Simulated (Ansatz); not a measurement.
Mulliken charges of `CC1=CN1` from r2SCAN/def2-TZVPP in Ansatz (PBE0-D4/def2-TZVP geometry).

| atom | x (Å) | y (Å) | z (Å) | charge (e) |
| --- | --- | --- | --- | --- |
| C1 | 0.188 | 1.022 | -0.768 | -0.066 |
| C2 | 0.071 | -0.189 | 0.034 | 0.029 |
| C3 | 0.403 | -1.303 | 0.552 | -0.094 |
| N4 | -1.047 | -0.920 | 0.713 | -0.389 |
| H5 | -0.568 | 1.010 | -1.559 | 0.073 |
| H6 | 0.003 | 1.910 | -0.157 | 0.062 |
| H7 | 1.179 | 1.103 | -1.218 | 0.062 |
| H8 | 1.022 | -2.160 | 0.736 | 0.177 |
| H9 | -1.162 | -0.520 | 1.649 | 0.145 |

By hand: the dipole of these point charges (1 e Å = 4.8032 D).

Σ q r = (0.403, 0.210, -0.107) e Å, of length 0.467 e Å = 2.24 D.

How does the dipole of the full density compare? (An estimate is asked.)

The calculation gave: (0.359, 0.281, 0.001) e Å, 2.19 D; the point charges give 1.02 times that, at 17° from its direction.

Point charges leave out the atoms' own dipoles, such as those of lone pairs, and Mulliken's split depends on the basis, so the close match here is no proof of good charges.
